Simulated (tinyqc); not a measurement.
CIS on RHF in the sto-3g basis, for H2O, spin multiplicity 1, step by step. One step of it, computed by the program tinyqc.

Question. CIS matrix, triplets. A(ia,jb) = (e_a - e_i) d_ij d_ab - (ij|ab).

orbital energies (hartree): MO1 -20.240397, MO2 -1.221980, MO3 -0.586199, MO4 -0.423643, MO5 -0.380814, MO6 0.509648, MO7 0.672541

Two-electron integrals over orbitals (pq|rs), unique and non-zero (hartree):
```
(11|11) 4.745696    (21|11) -0.423815   (21|21) 0.059894    (22|11) 1.011912
(22|21) -0.014462   (22|22) 0.721376    (31|31) 0.010365    (32|31) 0.016823
(32|32) 0.137510    (33|11) 0.770009    (33|21) -0.004491   (33|22) 0.623316
(33|33) 0.606679    (41|11) 0.166555    (41|21) -0.021293   (41|22) 0.013364
(41|33) 0.005622    (41|41) 0.025915    (42|11) -0.134830   (42|21) 0.008236
(42|22) -0.012557   (42|33) 0.005514    (42|41) 0.019918    (42|42) 0.129143
(43|31) -0.002506   (43|32) 0.026353    (43|43) 0.050002    (44|11) 0.978496
(44|21) -0.012313   (44|22) 0.674810    (44|33) 0.579539    (44|41) -0.010438
(44|42) -0.102262   (44|44) 0.751313    (51|51) 0.026003    (52|51) 0.032919
(52|52) 0.147897    (53|53) 0.026980    (54|51) -0.012092   (54|52) -0.043605
(54|54) 0.051427    (55|11) 1.115347    (55|21) -0.011960   (55|22) 0.750634
(55|33) 0.609494    (55|41) 0.004642    (55|42) -0.072667   (55|44) 0.715492
(55|55) 0.880159    (61|11) -0.221708   (61|21) 0.033266    (61|22) -0.002534
(61|33) 0.000042    (61|41) 0.001210    (61|42) 0.020059    (61|44) -0.016887
(61|55) -0.005941   (61|61) 0.027768    (62|11) 0.287413    (62|21) -0.006731
(62|22) 0.135376    (62|33) 0.066183    (62|41) 0.018190    (62|42) 0.027032
(62|44) 0.079975    (62|55) 0.150493    (62|61) 0.007207    (62|62) 0.096560
(63|31) 0.002484    (63|32) -0.044659   (63|43) -0.035175   (63|63) 0.079272
(64|11) 0.239109    (64|21) -0.002673   (64|22) 0.110725    (64|33) 0.043742
(64|41) 0.002918    (64|42) -0.032177   (64|44) 0.125684    (64|55) 0.130016
(64|61) -0.000083   (64|62) 0.063689    (64|64) 0.078554    (65|51) 0.014729
(65|52) 0.056414    (65|54) 0.001981    (65|65) 0.036196    (66|11) 0.772139
(66|21) -0.007103   (66|22) 0.592664    (66|33) 0.554187    (66|41) 0.019284
(66|42) 0.055182    (66|44) 0.540183    (66|55) 0.574273    (66|61) 0.007927
(66|62) 0.088648    (66|64) 0.046649    (66|66) 0.580691    (71|31) 0.014765
(71|32) 0.022634    (71|43) -0.003676   (71|63) 0.003033    (71|71) 0.021077
(72|31) 0.014435    (72|32) 0.049786    (72|43) -0.029817   (72|63) 0.031832
(72|71) 0.019539    (72|72) 0.066174    (73|11) 0.369089    (73|21) -0.007136
(73|22) 0.156408    (73|33) 0.089577    (73|41) -0.000365   (73|42) -0.072438
(73|44) 0.157191    (73|55) 0.198430    (73|61) -0.006009   (73|62) 0.074152
(73|64) 0.086384    (73|66) 0.040196    (73|73) 0.153867    (74|31) -0.008418
(74|32) -0.072329   (74|43) -0.004747   (74|63) 0.051038    (74|71) -0.011907
(74|72) -0.017820   (74|74) 0.067044    (75|53) 0.023961    (75|75) 0.025434
(76|31) 0.008560    (76|32) 0.095311    (76|43) 0.055759    (76|63) -0.071918
(76|71) 0.011792    (76|72) -0.004088   (76|74) -0.058140   (76|76) 0.117644
(77|11) 0.864745    (77|21) -0.009513   (77|22) 0.617874    (77|33) 0.594099
(77|41) 0.003669    (77|42) -0.019601   (77|44) 0.598158    (77|55) 0.621508
(77|61) -0.004828   (77|62) 0.066090    (77|64) 0.048206    (77|66) 0.553598
(77|73) 0.101907    (77|77) 0.610763
```

Give: CIS matrix A, triplet.

Answer.

CIS matrix A, triplet (hartree), lower triangle:
```
         1>6      1>7      2>6      2>7      3>6      3>7     4>6     4>7
1>6  19.9779
1>7   0.0000  20.0482
2>6   0.0071   0.0000   1.1390
2>7   0.0000   0.0095   0.0000   1.2766
3>6   0.0000  -0.0086   0.0000  -0.0953   0.5417
3>7  -0.0086   0.0000  -0.0953   0.0000   0.0000   0.6646
4>6  -0.0193   0.0000  -0.0552   0.0000   0.0000  -0.0558  0.3931
4>7   0.0000  -0.0037   0.0000   0.0196  -0.0558   0.0000  0.0000  0.4980
5>6   0.0000   0.0000   0.0000   0.0000   0.0000   0.0000  0.0000  0.0000
5>7   0.0000   0.0000   0.0000   0.0000   0.0000   0.0000  0.0000  0.0000

        5>6     5>7
5>6  0.3162
5>7  0.0000  0.4318
```
